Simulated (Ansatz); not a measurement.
## How far a parabola holds: energy against volume of fcc Pd

Results of r²SCAN in Ansatz (PAW) for fcc Pd. Settings: plane-wave cutoff 560 eV, 24×24×24 k mesh, Fermi–Dirac smearing 0.05 eV, scalar-relativistic PAW data made under PBE. The cell has no free parameter but its volume, all volumes share cutoff and mesh, and the runs aren't spin-polarised. Energies are free energies at the run's smearing, counted from the lowest row; static lattice.

| V (Å³/atom) | E (meV/atom) |
|---|---|
| 14.033 | ? |
| 14.331 | 14.91 |
| 14.630 | 3.53 |
| 14.928 | 0.00 |
| 15.227 | 3.36 |
| 15.526 | 12.76 |

Taking a parabola for E over the 5 complete rows: With u = V - 14.9, the rows have u = -0.5690, -0.2700, 0.0280, 0.3270, 0.6260. Least squares gives E = 0.068 - 3.706·u + 38.767·u². Residuals (row less fit): 0.182, -0.365, 0.005, 0.359, -0.180; standard error 0.404 (degrees of freedom: 2). The fitted curve has its minimum at V = 14.9, where E = -0.02. Its curvature is d²E/dV² = 2 × 38.767 meV/Å⁶, so B = V0·d²E/dV² × 0.1602 = 186 GPa.

Task: Predict the withheld E at V = 14.033 from the fit, and compare with the calculation.

Result: u = -0.8670, so E = 0.068 - 3.706 × (-0.8670) + 38.767 × (-0.8670)² = 32.422 meV/atom. The calculation gives 35.22 meV/atom, 2.798 meV/atom above the prediction (7.9 % of the range of E in the table). The row lies outside the fitted rows, so this is an extrapolation. From the scatter of the fitted rows alone, a prediction at this place has a standard error of 0.956 meV/atom, so the miss is 2.9 times that.

The residuals are curvature that a parabola lacks, not noise. A solid that stiffens under compression and softens on expansion lies above the parabola at the compressed end and under it at the expanded end, as this row does. A third-order Birch-Murnaghan fit to the whole scan has B0 = 185 GPa. Only scans are tabulated whose curvature falls smoothly with volume, and where the parabola meets the shown rows within 5 % of their range and misses the end by 0.1 meV or more.

Measured, for comparison: bulk modulus 195 GPa (zero-point energy and finite temperature contributions removed, sources range from 187 to 198; as tabulated in doi:10.1021/acs.jctc.3c00612). Computed less measured: bulk modulus -5 % (-1.1 % to -7 % over the range).

Ansatz is a first-principles code.
